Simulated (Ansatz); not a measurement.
C3H5NS, SMILES `CC(=N)C=S`, relaxed with RKS PBE-D4/def2-SVP in Ansatz from a rough embedded geometry. The force threshold is 0.03 eV/Å; the program also tests the step.

The species carries charge 0 and has multiplicity 1.

Start:

```xyz
10

C     0.542   -0.821    0.936
C     0.244    0.107   -0.212
N     1.165    0.491   -1.029
C    -1.211    0.482   -0.429
S    -1.616    1.730   -1.427
H     1.665   -0.947    0.995
H     0.052   -1.736    0.835
H     0.263   -0.279    1.838
H     0.787    1.041   -1.786
H    -1.890   -0.067    0.279
```

(1) By how much does the energy fall, and how many steps does the optimiser take? (Best estimate.)

(2) Which bonds change most? (Best estimate.)

(3) Give the relaxed structure. (An estimate is asked.)

Answers

(1) Computed: 6.55 kcal/mol, in 6 steps, 1 of them rejected.

(2) The calculation gave: C1–H7 from 1.043 to 1.111 Å; N3–H9 from 1.009 to 1.045 Å; C1–H6 from 1.132 to 1.105 Å; C1–H8 from 1.088 to 1.111 Å.

(3) Computed: 
```xyz
10

C     0.570   -0.804    0.922
C     0.272    0.119   -0.230
N     1.215    0.522   -1.010
C    -1.164    0.524   -0.398
S    -1.718    1.525   -1.565
H     1.650   -1.037    0.946
H    -0.007   -1.750    0.832
H     0.275   -0.340    1.888
H     0.780    1.147   -1.727
H    -1.872    0.093    0.342
```
